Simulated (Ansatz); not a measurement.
`B1C=N1`. Total charge 0; spin multiplicity 1. All single points use the PBE0-D4/def2-TZVP geometry.

```xyz
5

B    -0.289    0.079    0.677
C     0.261   -0.281   -0.604
N     0.131    0.989   -0.345
H    -0.748   -0.005    1.759
H     0.645   -0.782   -1.487
```

(1) What is the dipole moment at ωB97M-V/def2-TZVPP? (Estimate.)

(2) And with PBE, r2SCAN, B3LYP? (Estimate.)

(3) Give the Mulliken charges with ωB97M-V, B3LYP, PBE in def2-TZVPP. (Best estimate.)

Results:

(1) The calculation gave: 1.72 D, with components (0.08, -1.71, -0.13) D in this frame, pointing from negative to positive charge.

(2) The calculation gave: PBE 1.61 D, r2SCAN 1.66 D, B3LYP 1.71 D.

(3) Ansatz gave: 
```tsv
atom	ωB97M-V	B3LYP	PBE
B1	-0.29	-0.23	-0.25
C2	0.20	0.17	0.20
N3	-0.17	-0.16	-0.13
H4	0.11	0.06	0.03
H5	0.15	0.15	0.14
```

B3LYP here is the variant with VWN-RPA as its local correlation; programs differ in this.
